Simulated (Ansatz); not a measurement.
**Zr (model structure, started from the beta-Sn type, I4₁/amd, No. 141, 2 atoms in the cell)**

These are r²SCAN in Ansatz (PAW) values and carry that method's errors.

Numerical settings: plane-wave cutoff 500 eV, 26×26×26 k mesh, Fermi–Dirac smearing 0.1 eV, scalar-relativistic PAW data made under PBE.

Cell (relaxed at this level):

```xyz
2
Lattice="-2.7553 2.7553 1.5405 2.7553 -2.7553 1.5405 2.7553 2.7553 -1.5405" Properties=species:S:1:pos:R:3 pbc="T T T"
Zr     0.0000     2.7553     0.7703
Zr     0.0000     0.0000     0.0000
```

```
Quantity  Result
--------  ------
band gap    none
```

Note: the relaxation could raise the start's symmetry but not lower it, so the cell can be a saddle point.

Spin–orbit coupling is not included.

Static lattice: no zero-point or thermal effects.

A model structure was made by putting elements into a prototype or built by hand; it is no filed structure, need not be a known phase, and can be a saddle point held by its symmetry.

Ansatz is an electronic-structure program.
